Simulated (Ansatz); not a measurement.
# Bulk modulus B0 of some III–V compounds, all zinc-blende

Method: revPBE in Ansatz (plane waves, PAW). References are measured values corrected to a static lattice.

Values in GPa.

```
solid                 reference  revPBE  error (%)
----------------  -------------  ------  ---------
zinc-blende BP    176 (168–176)     157      -10.8
zinc-blende InSb           46.1    33.6        -27
zinc-blende GaAs           76.7    56.3        -27
cubic BN          410 (388–410)       ?          ?
zinc-blende AlAs             75    64.4      -14.1
zinc-blende GaP            89.6    72.5      -19.1
zinc-blende InAs           58.6    44.9        -23
zinc-blende InP              72    55.7        -23
```

Task: Estimate the withheld revPBE value.

Result: The errors of the other rows run from -27 % to -10.8 %, with a median of -23 %; carried to the reference 410 it gives 316 GPa. The run gives 362 GPa (-11.7 %), +14.6 % from the estimate; the row was drawn at random, and such an estimate is rough. Over these 8 solids the mean error is -19.4 %, the mean absolute error 19.4 % (median 21 %), and the worst case zinc-blende InSb at -27 %; the value is below the reference in 8 of 8 cases.

All these references are brought to a static lattice.

Spin–orbit coupling is left out, also for the solids with elements from indium on (zinc-blende InSb, zinc-blende InAs, zinc-blende InP); its size isn't shown.

Brackets give the range of the sources taken for a reference, where it is wide; it can hold other temperatures.

Differences are worked out from the printed values.

Each level is taken at its own relaxed cell. Caveats: the cell is over a tenth larger than the published one: the level's own overestimate first of all, though another phase or state, or a fault of the published cell, is possible (zinc-blende InSb); the gap of the solid is closed in this run (zinc-blende InSb, zinc-blende InAs). Ansatz's density-functional and Hartree–Fock values are scalar-relativistic unless marked +SOC, with PAW data made under PBE.

Not in this set, of the III–V compounds with a reference value in our tables and a result at some level: 3 for a reference at room or unstated temperature; 1 for a high-temperature or high-pressure phase; 1 for sources at odds. These can be a level's best or worst cases. At least 2 more with a reference value are held back for tests. Solids without a released value at any level aren't counted. Layered and molecular crystals are counted apart.

References as tabulated in Mejia-Rodriguez and Trickey (2018), arXiv:1807.09216; Goldzak et al. (2022), arXiv:2208.04865.

Ansatz is a program for electronic structure.
